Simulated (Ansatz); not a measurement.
Molecule: OCl, net charge 1, triplet state. 
Structure (B3LYP-D3(BJ)/def2-TZVP (Ansatz, a quantum-chemistry and plane-wave program) minimum search):
```xyz
2

Cl     0.0000     0.0000    -0.4738
O      0.0000     0.0000     1.0069
```
Charge +1, spin multiplicity 3.

Basis-set convergence of Hartree-Fock and CCSD(T) correlation energies (hartree) with Ansatz. Cores are frozen in the correlated levels unless marked. Open shells are spin-unrestricted. Spin-orbit coupling is left out. No relativistic terms.

| basis | functions | E(HF) | E(corr, CCSD(T)) |
|---|---|---|---|
| def2-SVP | 32 | -533.64746 | -0.32289 |
| def2-TZVPP | 73 | -533.92421 | -0.41893 |
| def2-QZVPP | 127 | -533.94148 | -0.45019 |

Extrapolating the two largest sets (X = 3 and 4) as X^-3: E(corr) = (64·(-0.45019) - 27·(-0.41893))/37 = -0.4730 Eh, an estimate of the basis-set limit. The largest set recovers 95.2 % of it, the smallest 68.3 %.
